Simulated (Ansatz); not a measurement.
Basis-set series for `COCC#N`. Charge 0, multiplicity 1. All single points use the PBE0-D4/def2-TZVP geometry. It is one conformer, not always the lowest.

```csv
functional,basis,functions,energy (Eh),HOMO (eV),LUMO (eV)
PBE0-D4,def2-SVP,95,-246.79204,-8.31,0.35
PBE0-D4,def2-QZVPP,435,-247.08849,-8.52,-0.05
ωB97M-V,def2-SVP,95,-246.97413,-10.72,2.60
ωB97M-V,def2-QZVPP,435,-247.28112,-10.95,1.55
```

Task: Give the rows for def2-TZVPP. (An estimate is asked.)

Result: Computed: 
```csv
functional,basis,functions,energy (Eh),HOMO (eV),LUMO (eV)
PBE0-D4,def2-TZVPP,225,-247.07511,-8.49,0.06
ωB97M-V,def2-TZVPP,225,-247.26832,-10.92,2.10
```

Positive LUMOs are unbound and depend on the basis.
